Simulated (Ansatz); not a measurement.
## Molecular dynamics of CN, charge -1

The input (input.yaml):

```yaml
crystal:
  periodic: [false, false, false]
  atoms:
    - { symbol: C, position_ang: [0.505701, -0.163671, 0.260457] }
    - { symbol: "N", position_ang: [-0.505701, 0.163671, -0.260457] }
total_charge: -1
basis:
  gaussian: { orbitals: def2-mTZVP }
hamiltonian:
  xc: blyp
  dispersion: d4
md:
  timestep: 1.0
  n_steps: 300
  ensemble: nve
  temperature: 500.0
  initial_velocities: maxwell_boltzmann
  seed: 209113
scf:
  lower_state_search: "off"
```

Run as:

```bash
$ ansatz run input.yaml --threads 1 --pin off --max-ram 2048MiB --backend cpu --events-out ev --progress --plain --runs-dir out
```

It starts from a relaxed structure.

Output, in part (step lines, the closing report, with atoms numbered from 0):

```
md step     0: t =     0.00 fs  T =   500.0 K  F+E_penalty+E_count = -2527.13230186 eV  E_kin = 0.021543 eV  conserved = -2527.11075853 eV  (13 SCF iters)
md step     1: t =     1.00 fs  T =   430.8 K  F+E_penalty+E_count = -2527.12918035 eV  E_kin = 0.018563 eV  conserved = -2527.11061778 eV  (20 SCF iters)
md step     2: t =     2.00 fs  T =   262.5 K  F+E_penalty+E_count = -2527.12165110 eV  E_kin = 0.011310 eV  conserved = -2527.11034111 eV  (20 SCF iters)
md step     3: t =     3.00 fs  T =    89.2 K  F+E_penalty+E_count = -2527.11392078 eV  E_kin = 0.003842 eV  conserved = -2527.11007901 eV  (21 SCF iters)
md step     4: t =     4.00 fs  T =     2.1 K  F+E_penalty+E_count = -2527.11004174 eV  E_kin = 0.000089 eV  conserved = -2527.10995271 eV  (21 SCF iters)
md step     5: t =     5.00 fs  T =    45.6 K  F+E_penalty+E_count = -2527.11198153 eV  E_kin = 0.001966 eV  conserved = -2527.11001551 eV  (13 SCF iters)
md step     6: t =     6.00 fs  T =   197.7 K  F+E_penalty+E_count = -2527.11876099 eV  E_kin = 0.008520 eV  conserved = -2527.11024124 eV  (21 SCF iters)
md step     7: t =     7.00 fs  T =   379.4 K  F+E_penalty+E_count = -2527.12687784 eV  E_kin = 0.016348 eV  conserved = -2527.11052965 eV  (20 SCF iters)
[... lines left out ...]
md step   297: t =   297.00 fs  T =   175.2 K  F+E_penalty+E_count = -2527.11775680 eV  E_kin = 0.007550 eV  conserved = -2527.11020710 eV  (21 SCF iters)
md step   298: t =   298.00 fs  T =   358.7 K  F+E_penalty+E_count = -2527.12594988 eV  E_kin = 0.015455 eV  conserved = -2527.11049521 eV  (20 SCF iters)
md step   299: t =   299.00 fs  T =   484.3 K  F+E_penalty+E_count = -2527.13158565 eV  E_kin = 0.020868 eV  conserved = -2527.11071795 eV  (20 SCF iters)
md step   300: t =   300.00 fs  T =   478.1 K  F+E_penalty+E_count = -2527.13133607 eV  E_kin = 0.020598 eV  conserved = -2527.11073809 eV  (20 SCF iters)
Total energy: -2527.13154446 eV, -92.8703713076 hartree
Atom 0 at     0.503715    -0.163028     0.259434 Å, force     0.379370    -0.122784     0.195391 eV/Å
Atom 1 at    -0.503998     0.163120    -0.259580 Å, force    -0.379370     0.122784    -0.195391 eV/Å
Dipole moment:    -0.126154     0.040830    -0.064974 e Å
```

The steps, from the saved trajectory:

```
time (fs)  T (K)  potential energy less start (eV)  conserved less start (meV/atom)
      0.0    500                             0.000                             0.00
     10.0    314                             0.008                             0.14
     20.0      8                             0.022                             0.40
     30.0    176                             0.014                             0.27
     40.0    466                             0.002                             0.04
     50.0    357                             0.006                             0.13
     60.0     49                             0.020                             0.39
     70.0     83                             0.019                             0.34
     80.0    443                             0.003                             0.04
     90.0    453                             0.002                             0.03
    100.0     95                             0.018                             0.34
    110.0     39                             0.021                             0.39
    120.0    343                             0.007                             0.14
    130.0    474                             0.001                             0.03
    140.0    192                             0.014                             0.25
    150.0      5                             0.022                             0.40
    160.0    298                             0.009                             0.16
    170.0    500                             0.000                             0.00
    180.0    245                             0.011                             0.22
    190.0      2                             0.022                             0.43
    200.0    183                             0.014                             0.27
    210.0    495                             0.000                             0.00
    220.0    361                             0.006                             0.10
    230.0     25                             0.021                             0.39
    240.0    129                             0.017                             0.31
    250.0    437                             0.003                             0.07
    260.0    399                             0.005                             0.10
    270.0     84                             0.019                             0.35
    280.0     51                             0.020                             0.37
    290.0    407                             0.004                             0.06
    300.0    478                             0.001                             0.01
```

The run went to its last step. The conserved energy stayed within 0.43 meV per atom of its start (net change 0.011 meV per atom), so the integration is sound. The temperature averaged 0.50 of the 500 K drawn at the start: a run that starts near a minimum puts about half its kinetic energy into the potential. A run of 0.3 ps of so small a system gives no equilibrium averages. Limits of this set-up: an anion without diffuse functions, the dipole of an ion depends on the origin.

The same pairs are bonded in the first frame and the last. Pairs count as bonded within 1.25 times the sum of covalent radii (0.12 Å more for H–H).

Last frame:

```xyz
2
Properties=species:S:1:pos:R:3
C 0.504 -0.163 0.259
N -0.504 0.163 -0.260
```

Time of the run: 2.3 min on 1 thread of AMD EPYC (Zen 3) (shared host), peak memory 0.085 GiB.
